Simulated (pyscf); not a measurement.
# Four-centre exchange: H₃C–Cu (SMILES [CH3][Cu]) + HF (SMILES F) -> CH₄ (SMILES C) + F–Cu (SMILES [F][Cu])

Gas phase, singlet surface, charge 0. Bonds broken: C1–Cu2, F6–H7. Bonds formed: C1–H7, Cu2–F6. Single points on ωB97X-D3(BJ)/def2-SVP structures (PySCF, gas phase). MP2 and CC: frozen core, UHF for open shells. ΔMP2 is the change of the MP2 total energy from the triple- to the quadruple-zeta basis.

Transition state (Å):

```xyz
7

C     -1.0165    -0.5402    -0.3506
Cu    -0.5799     0.7860     1.2220
H     -0.3432    -1.3741    -0.6040
H     -1.6527    -0.3151    -1.2213
H     -1.7163    -0.9443     0.4140
F      0.5076     1.5646    -0.3495
H     -0.1334     0.6140    -0.4832
```

One imaginary mode, 1084i cm⁻¹; descent along it reached the two sides named, in the forms told below.

```
bond    change  reactant side (Å)  saddle  product side
------  ------  -----------------  ------  ------------
C1–Cu2  breaks              1.925   2.103         2.172
F6–H7   breaks              0.939   1.154           3.5
C1–H7    forms              2.324   1.459         1.120
Cu2–F6   forms              2.495   2.064         1.755
```

Electronic energies relative to the separated reactants (kcal/mol):

```tsv
level	barrier	reaction energy	reverse barrier
ωB97X-D3(BJ)/def2-TZVP	7.7	-15.4	23.1
PBE/def2-TZVP	11.4	-8.5	20.0
r²SCAN/def2-TZVP	9.3	-11.4	20.6
B3LYP-D3(BJ)/def2-TZVP	12.2	-12.2	24.4
PBE0-D3(BJ)/def2-TZVP	9.0	-11.1	20.1
M06-2X/def2-TZVP	3.8	-17.0	20.8
ωB97M-D3(BJ)/def2-TZVP	9.1	-14.1	23.2
HF/def2-TZVP	10.8	-27.7	38.6
MP2/def2-QZVPP	14.4	-8.7	23.1
CCSD/def2-TZVPP	10.6	-15.0	25.6
CCSD(T)/def2-TZVPP	10.7	-11.6	22.3
CCSD(T)/def2-TZVPP + ΔMP2(QZVPP)	10.6	-11.9	22.5
```

With CCSD(T)/def2-TZVPP + ΔMP2(QZVPP) energies and thermal terms (ideal gas, 1 atm, RRHO with modes under 100 cm⁻¹ raised to 100, one conformer, R ln 2 for rigid chiral ones), in kcal/mol:

| T (K) | ΔH‡ | ΔG‡ | ΔH | ΔG |
|---|---|---|---|---|
| 298 | 8.7 | 17.1 | -10.7 | -10.3 |
| 600 | 8.5 | 25.7 | -11.4 | -9.6 |
| 900 | 8.8 | 34.3 | -11.8 | -8.5 |
| 1200 | 9.3 | 42.7 | -12.0 | -7.4 |

On the reactant side the descent ends in a complex (not fully relaxed), 4.9 kcal/mol under the separated species and 12.6 kcal/mol under the saddle at ωB97X-D3(BJ)/def2-TZVP. On the product side the descent ends in an adduct with a C–Cu contact, 19.7 kcal/mol under the separated species and 42.8 kcal/mol under the saddle at ωB97X-D3(BJ)/def2-TZVP. What is counted as broken (C–Cu) persists as a longer contact in the product adduct; parting that adduct is a step of its own. The reactants may also form a dative adduct at H₃C–Cu; it and routes through it were not searched. One saddle was located; it need not be the lowest between these sides. The CCSD(T) − MP2 part came from Ansatz, without density fitting, on the same reference. The frozen core leaves the outer d or s,p core shells of the metals and heavy elements correlated in the MP2 and CC values, and def2-TZVPP describes them poorly, which can shift differences by a few kcal/mol.
